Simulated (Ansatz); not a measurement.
Geometry optimisation, UKS CAM-B3LYP/def2-SVP (Ansatz).

Input file:

```yaml
crystal:
  periodic: [false, false, false]
  atoms:
    - { symbol: Li, position_ang: [0.0722, 0.0094, -2.4017] }
    - { symbol: P, position_ang: [-0.0007, 0.0022, 0.0544] }
    - { symbol: H, position_ang: [0.9755, -0.6179, 0.808] }
    - { symbol: H, position_ang: [-1.0543, -0.5626, 0.7458] }
    - { symbol: H, position_ang: [0.0073, 1.1689, 0.7935] }
total_charge: 1
magnetization:
  spin_polarized: true
basis:
  gaussian: { orbitals: def2-SVP }
hamiltonian:
  xc: cam_b3lyp
relax:
  f_tol: 0.02
  max_steps: 40
output:
  orbitals: {}
```

Command:

```bash
$ ansatz run input.yaml --threads 1 --pin off --max-ram 2048MiB --backend cpu --events-out ev --progress --plain --runs-dir out
```

Problem. Where does it end, and by what steps?

Solution. It converged. Limits of this set-up: the dipole of an ion depends on the origin. After 3 steps the energy has fallen by 0.092 eV; H5 moved furthest, 0.08 Å.

```
step  energy less start (eV)  largest force component (eV/Å)  accepted
   0                  0.0000                           0.916       yes
   1                 -0.0904                           0.263       yes
   2                 -0.0918                           0.036       yes
   3                 -0.0919                           0.000       yes
```

```xyz
5
Properties=species:S:1:pos:R:3
Li 0.072 0.012 -2.390
P -0.003 -0.001 0.100
H 1.040 -0.657 0.792
H -1.119 -0.598 0.727
H 0.010 1.243 0.771
```

The run took 13 s on 1 thread of Arm Neoverse N1, with other jobs on the host, peak memory 0.12 GiB.
